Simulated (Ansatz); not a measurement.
Phonon frequency of some phosphides, arsenides and antimonides, all zinc-blende

Method: PBE0 (Ansatz, a quantum-chemistry and plane-wave program, plane waves, PAW). References are measured values at room or unstated temperature, uncorrected unless marked, so that the deviations hold thermal and zero-point effects besides the level's error. The table is a random draw of 6 from 32 values with such references.

Values in cm⁻¹.

```csv
solid,reference,PBE0,deviation (%)
zinc-blende InSb (L TO),177,176,-0.6
zinc-blende GaSb (L TA),46,48,+4.3
zinc-blende GaSb (X TO),212,209,-1.4
zinc-blende InSb (X LA),143,146,+2.1
zinc-blende InP (X TA),68,72,+5.9
zinc-blende InP (X LA),193,181,-6.2
```

Over these 6 values the mean deviation is +0.7 %, the mean absolute deviation 3.4 % (median 3.2 %), and the worst case zinc-blende InP (X LA) at -6.2 %; the value is above the reference in 3 of 6 cases. Over all 32, from unrounded values, the mean deviation is +1.0 % and the mean absolute deviation 2.9 % (median 1.7 %).

Spin–orbit coupling is left out, also for the solids with elements from indium on (zinc-blende InSb, zinc-blende GaSb, zinc-blende InP); its size isn't shown.

Differences are worked out from the printed values.

Each level is taken at its own relaxed cell. Ansatz's density-functional and Hartree–Fock values are scalar-relativistic unless marked +SOC, with PAW data made under PBE.

Not in this set, of the phosphides, arsenides and antimonides with a reference value in our tables and a result at some level: 4 for a reference of another kind, counted apart. These can be a level's best or worst cases. At least 8 more with a reference value are held back for tests. Solids without a released value at any level aren't counted. Layered and molecular crystals are counted apart.

References as tabulated in Ioffe Institute, NSM Archive: InSb, mechanic properties page; Giannozzi et al., Phys. Rev. B (1991); Ioffe Institute, NSM Archive: InP, mechanic properties page.
